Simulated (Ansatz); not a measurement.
## Basis or method: quartet less doublet of GeH2⁺

GeH2⁺, doublet; coordinates (Å): Ge 0.000 -0.021 0.000; H 0.000 0.744 -1.350; H 0.000 0.744 1.350. Quantity: quartet less doublet, vertical.

Ansatz 0.2.0, basis aug-cc-pVDZ or cc-pVTZ; geometries are PBE0/def2-TZVP minima. Wave-function levels freeze the cores with the filled d shells of p-block atoms; HF, MP2 and coupled cluster are restricted for singlets and unrestricted otherwise, restricted open-shell where a d shell is frozen, Kohn–Sham unrestricted where that lies lower. NEVPT2 and MRCISD+Q stand on CASSCF in the full valence space. The reference is CCSDT(Q) or full CI (coupled cluster only where its series has nearly closed). Semilocal and hybrid functionals correlate all electrons outside any core potential and usually lie nearer their basis limit than the reference, so part of their error here is the reference's basis and frozen-core error; RPA and the MP2 part of double hybrids freeze the same cores as the reference. None of these values is a measured one. Energies are electronic, without zero-point terms. No spin–orbit coupling and no scalar relativity. The species are chosen: bound, without strong static correlation by their natural occupations or amplitudes, in their lowest spin state as far as vertical gaps and like structures tell, and with a ladder that closes on the reference, so errors are smaller than for species at large; levels whose determinant breaks symmetry or spin markedly are left out.

```
    level  aug-cc-pVDZ (kcal/mol)  cc-pVTZ (kcal/mol)
reference         101.5 (full CI)    102.7 (CCSDT(Q))
  CCSD(T)                   101.5               102.8
    CCSDT                   101.5               102.7
   NEVPT2                    99.9               100.8
 MRCISD+Q                   101.5               102.8
      PBE                    99.1                99.5
  wB97M-V                   106.1               106.3
  RPA-PBE                   104.5               104.4
```

From aug-cc-pVDZ to cc-pVTZ the reference moves by 1.2 kcal/mol and PBE by 0.4; the step from CCSD(T) to the reference is -0.1 in the first and -0.1 in the last.
